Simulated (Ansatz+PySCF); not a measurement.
A calculation with PySCF 2.14.0.

```python
from pyscf import gto, scf, mp

mol = gto.M(atom="""
Li 0.000000 0.000000 -0.994440
F 0.000000 0.000000 0.994440
""", basis={'F': 'cc-pvtz', 'Li': 'cc-pcvtz'}, charge=1, spin=1)
mf = scf.UHF(mol)
mf.kernel()
pt = mp.MP2(mf, frozen=1).run()
print(mf.e_tot, pt.e_corr, pt.e_tot)
```

The script is written out from the run's settings.

Results

```yaml
Converged: yes
Reference_energy: -106.65151 hartree
Correlation_energy: -0.23788 hartree
Total_energy: -106.88939 hartree
Spin_squared_of_the_determinant: 0.754
```
